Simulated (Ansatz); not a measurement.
**CH₃BN radical (SMILES BC=[N]): functionals against CCSD(T) at one geometry**

A test off equilibrium: a structure displaced at random from a GFN2-xTB minimum is computed at several levels, and each is set against CCSD(T).

The runs use Ansatz 0.2.0, Gaussian basis; single points in def2-TZVPP.

Correlated methods freeze the cores. Orbitals are unrestricted.

## Step 1: Where the work starts

SMILES `BC=[N]`, 6 atoms, charge 0, spin multiplicity 2.

Atoms are counted from 1 here; the program's logs count them from 0.

Bond lengths: B1–C2 1.519 Å, B1–H4 1.127 Å, B1–H5 1.219 Å, C2–N3 1.174 Å, C2–H6 0.979 Å. Angles: C2–B1–H4 121.1°, C2–B1–H5 119.5°, H4–B1–H5 119.3°, B1–C2–N3 127.8°, B1–C2–H6 124.7°, N3–C2–H6 107.3°.

Coordinates:

```xyz
6

B    -0.6218    0.1898   -0.4324
C     0.5679   -0.2052    0.4253
N     0.6992   -1.1770    1.0709
H    -1.5028   -0.5010   -0.5591
H    -0.6026    1.2502   -1.0341
H     1.4092    0.2923    0.4736
```

## Step 2: CCSD(T)/def2-TZVPP

File run/in.yaml:

```yaml
crystal:
  periodic: [false, false, false]
  atoms:
    - {symbol: B, position_ang: [-0.621800, 0.189800, -0.432400]}
    - {symbol: C, position_ang: [0.567900, -0.205200, 0.425300]}
    - {symbol: N, position_ang: [0.699200, -1.177000, 1.070900]}
    - {symbol: H, position_ang: [-1.502800, -0.501000, -0.559100]}
    - {symbol: H, position_ang: [-0.602600, 1.250200, -1.034100]}
    - {symbol: H, position_ang: [1.409200, 0.292300, 0.473600]}
basis:
  gaussian: {orbitals: def2-TZVPP}
magnetization: {spin_polarized: true, initial_magnetization: 1}
correlation: {method: ccsd_t}
scf: {omitted_lower_state_checks: [cluster_reference]}
output: {forces: true}
```

The command line of these runs was not kept.

## Step 3: PBE0-D4/def2-TZVPP

Changes to run/in.yaml since step 2:

```diff
@@ -12,4 +12,3 @@
 magnetization: {spin_polarized: true, initial_magnetization: 1}
-correlation: {method: ccsd_t}
-scf: {omitted_lower_state_checks: [cluster_reference]}
-output: {forces: true}
+hamiltonian: {xc: pbe0, dispersion: d4}
+output: {forces: true, orbitals: {seedname: orbitals}}
```

## Step 4: wB97M-V/def2-TZVPP

Changes to run/in.yaml since step 3:

```diff
@@ -12,3 +12,3 @@
 magnetization: {spin_polarized: true, initial_magnetization: 1}
-hamiltonian: {xc: pbe0, dispersion: d4}
-output: {forces: true, orbitals: {seedname: orbitals}}
+hamiltonian: {xc: {name: wB97M-V}}
+output: {forces: true}
```

## Step 5: r2SCAN-D4/def2-TZVPP

Changes to run/in.yaml since step 4:

```diff
@@ -12,3 +12,3 @@
 magnetization: {spin_polarized: true, initial_magnetization: 1}
-hamiltonian: {xc: {name: wB97M-V}}
+hamiltonian: {xc: r2scan, dispersion: d4}
 output: {forces: true}
```

## Step 6: PBE-D4/def2-TZVPP

Changes to run/in.yaml since step 5:

```diff
@@ -12,3 +12,3 @@
 magnetization: {spin_polarized: true, initial_magnetization: 1}
-hamiltonian: {xc: r2scan, dispersion: d4}
+hamiltonian: {xc: pbe, dispersion: d4}
 output: {forces: true}
```

## Step 7: LC-wPBE/def2-TZVPP

Changes to run/in.yaml since step 6:

```diff
@@ -12,3 +12,3 @@
 magnetization: {spin_polarized: true, initial_magnetization: 1}
-hamiltonian: {xc: pbe, dispersion: d4}
+hamiltonian: {xc: {name: LC-wPBE}}
 output: {forces: true}
```

## Step 8: r2SCAN0-D4/def2-TZVPP

Changes to run/in.yaml since step 7:

```diff
@@ -12,3 +12,3 @@
 magnetization: {spin_polarized: true, initial_magnetization: 1}
-hamiltonian: {xc: {name: LC-wPBE}}
+hamiltonian: {xc: {name: r2SCAN0}, dispersion: d4}
 output: {forces: true}
```

(Steps that only read results are left out.)

What does the calculation give? Wanted: energy less free atoms, CCSD(T)/def2-TZVPP; RMS force component; RMS force error; HOMO and LUMO, PBE0-D4; T1 diagnostic.

As calculated:

| quantity | value |
| --- | --- |
| energy less free atoms, CCSD(T)/def2-TZVPP | -480.4 kcal/mol |
| RMS force component | 2.544 to 2.842 eV/Å over the methods |
| RMS force error | PBE0-D4 0.302, wB97M-V 0.331, r2SCAN-D4 0.233, PBE-D4 0.192, LC-wPBE 0.411, r2SCAN0-D4 0.370 eV/Å |
| HOMO and LUMO, PBE0-D4 | -7.09 and -2.94 eV |
| T1 diagnostic | 0.029 |

Against CCSD(T) the functionals' energies less atoms differ by -36.2 to -14.3 kcal/mol, PBE-D4 by -36.2 kcal/mol. A larger basis would deepen the CCSD(T) value, while the functionals are nearly converged already, so the order here is not reliable. For forces PBE-D4 does best and LC-wPBE worst. Frozen-core CCSD(T) forces in triple zeta carry basis errors of their own, and this is one geometry, so small gaps rank nothing.
